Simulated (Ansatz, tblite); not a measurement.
# The cluster Fe₂S: a ladder of methods and basis sets

Aim: run the singlet of the cluster Fe₂S at one geometry on many levels, and compare frontier levels, spin and run time.

Computed with Ansatz 0.2.0, Gaussian basis. Level: as each input shows.

The runs, in order: GFN1-xTB, GFN2-xTB, PBE-D4/def2-TZVP, r2SCAN-D4/def2-TZVP, B2PLYP/def2-TZVP, LDA/def2-TZVP, ωB97X-V/def2-TZVP, LC-ωPBE/def2-TZVP, revPBE-D4/def2-TZVP, PBE+5HF/def2-TZVP, PBE+10HF/def2-TZVP, PBE+15HF/def2-TZVP, PBE+35HF/def2-TZVP, PBE+50HF/def2-TZVP, PBE-D4/def2-SVP, PBE0-D4/def2-SVP, HF/STO-3G, PBE0-D4/def2-TZVPD, PBE-D4/def2-TZVPD, r2SCAN-D4/def2-TZVPD, CCSD(T)/def2-TZVPP, MP2/def2-TZVP, RPA/def2-TZVP.

**1. The structure**

The singlet was relaxed beforehand with B3LYP-D4/def2-TZVP. At that level it is the lowest of the isomers that a small search found.

3 atoms, charge 0, spin multiplicity 1.

Bond lengths: Fe1–S3 2.103 Å, Fe2–S3 2.103 Å. Angles: Fe1–S3–Fe2 64.0°.

No spin-orbit coupling is included.

PBE0-D4/def2-TZVP was run before; its log isn't repeated, and its numbers join the tables.

**2. GFN1-xTB**

Tight binding, by tblite at 300 K electronic temperature and without a spin-polarisation term:

```python
tblite.interface.Calculator('GFN1-xTB', numbers, positions, charge=0, uhf=0).singlepoint()
```

Energy -260.4617 eV, HOMO -10.85 eV, LUMO -10.46 eV; 0.01 s.

**3. GFN2-xTB**

Tight binding, by tblite at 300 K electronic temperature and without a spin-polarisation term:

```python
tblite.interface.Calculator('GFN2-xTB', numbers, positions, charge=0, uhf=0).singlepoint()
```

Energy -254.3721 eV, HOMO -5.95 eV, LUMO -5.92 eV; 0.005 s.

**4. PBE-D4/def2-TZVP**

start.molden holds the orbitals of an earlier run on this state, given as this run's starting guess.

Input file in.yaml:

```yaml
crystal:
  periodic: [false, false, false]
  atoms:
    - {symbol: Fe, position_ang: [-0.807069, 0.971638, -0.009969]}
    - {symbol: Fe, position_ang: [1.256577, 0.129012, -0.006175]}
    - {symbol: S, position_ang: [-0.449507, -1.100660, 0.016144]}
basis:
  gaussian: {orbitals: def2-TZVP, initial_orbitals: start.molden}
hamiltonian: {xc: pbe, dispersion: d4}
scf: {omitted_lower_state_checks: [starts]}
output: {forces: true, orbitals: {seedname: orbitals}}
```

The run is started by

```sh
$ ansatz run in.yaml --threads 4 --pin off --events-out ev --progress --plain --max-ram 3916MiB
```

Further steps of the session: r2SCAN-D4/def2-TZVP; B2PLYP/def2-TZVP; LDA/def2-TZVP; ωB97X-V/def2-TZVP; LC-ωPBE/def2-TZVP; revPBE-D4/def2-TZVP; PBE+5HF/def2-TZVP; PBE+10HF/def2-TZVP; PBE+15HF/def2-TZVP; PBE+35HF/def2-TZVP; PBE+50HF/def2-TZVP; PBE-D4/def2-SVP; PBE0-D4/def2-SVP; HF/STO-3G; PBE0-D4/def2-TZVPD; PBE-D4/def2-TZVPD; r2SCAN-D4/def2-TZVPD; CCSD(T)/def2-TZVPP; MP2/def2-TZVP; RPA/def2-TZVP.

**Question.** What will the summary of the whole plan be? Wanted: gap in def2-TZVP, named functionals, smallest and largest; gap over the share of exact exchange; correlation energy, CCSD(T)/def2-TZVPP; correlation energy, MP2/def2-TZVP; binding an atom, functionals in def2-TZVP; PBE0 total energy, smallest basis above largest.

The runs gave:

```
                                                 quantity                                value
gap in def2-TZVP, named functionals, smallest and largest  0.00 eV (PBE-D4), 7.93 eV (LC-ωPBE)
                     gap over the share of exact exchange         0.00 eV at 0, 5.40 eV at 0.5
                   correlation energy, CCSD(T)/def2-TZVPP                            -39.65 eV
                        correlation energy, MP2/def2-TZVP                            -30.55 eV
                binding an atom, functionals in def2-TZVP      0.15 (PBE0-D4) to 2.40 eV (LDA)
          PBE0 total energy, smallest basis above largest      14.19 eV (def2-SVP, def2-TZVPD)
```

Orbital gaps of the named functionals in def2-TZVP span 0.00 eV (PBE-D4) to 7.93 eV (LC-ωPBE); exact exchange widens it. Raising the share of exact exchange from 0 to 0.5 moves the HOMO by -2.70 eV and the LUMO by +2.70 eV. LDA leaves an empty level below a filled one, so this occupation isn't an aufbau state there; left out of the range. Notes on CCSD(T)/def2-TZVPP and its Hartree-Fock reference, which MP2 shares: large T1 diagnostic, restricted state is unstable towards broken spin symmetry.
